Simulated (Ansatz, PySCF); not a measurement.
Reaction: H2O2 (hydrogen peroxide, SMILES OO) → HO2 (SMILES O[O], doublet) + H (doublet) (the H-O bond breaks)
Each species at its own B3LYP-D3(BJ)/def2-TZVP minimum (Ansatz, a first-principles code).

Quantity: bond dissociation energy (enthalpy at 298 K, ideal-gas terms from PySCF's Hessians at B3LYP-D3(BJ)/def2-TZVP), in kJ/mol. Radicals and triplets start from unrestricted determinants; spin-orbit coupling is neglected. CBS(X,Y): correlation extrapolated as X^-3, Hartree-Fock from the larger set (Q,5: extrapolated as (X+1)exp(-9√X)). A bracket is a step between two methods taken in the basis named. The functionals are non-relativistic, so their misses hold any scalar relativity. 'core' is core correlation in cc-pwCVTZ, 'X2C' scalar relativity in cc-pVTZ-DK, both at CCSD(T). Where a partner has so few electrons that a lower coupled-cluster level is exact, that level stands in.

From measured enthalpies of formation at 298 K: 87.4 kcal/mol (Active Thermochemical Tables 1.112 (ions: stationary electron), as tabulated in the package chemicals). The calculations leave out spin-orbit terms.

Task: How far off this value is PBE/def2-TZVPD (Ansatz), in which direction, and which of these levels come nearer: wB97M-V/def2-TZVPD, CCSD(T)/CBS(cc-pVQZ,cc-pV5Z) + core + X2C?

Result: PBE gives 334.1 kJ/mol, 31.6 kJ/mol below it. Errors of the others: wB97M-V/def2-TZVPD (Ansatz) -13.3; CCSD(T)/CBS(cc-pVQZ,cc-pV5Z) + core + X2C (Ansatz) 0.7; CCSD(T)/CBS(cc-pVQZ,cc-pV5Z) + [CCSDT(Q) - CCSD(T)]/cc-pVTZ + [CCSDTQ - CCSDT(Q)]/cc-pVDZ + core + X2C (Ansatz) -0.5 kJ/mol. Nearer than PBE: wB97M-V/def2-TZVPD, CCSD(T)/CBS(cc-pVQZ,cc-pV5Z) + core + X2C, CCSD(T)/CBS(cc-pVQZ,cc-pV5Z) + [CCSDT(Q) - CCSD(T)]/cc-pVTZ + [CCSDTQ - CCSDT(Q)]/cc-pVDZ + core + X2C.
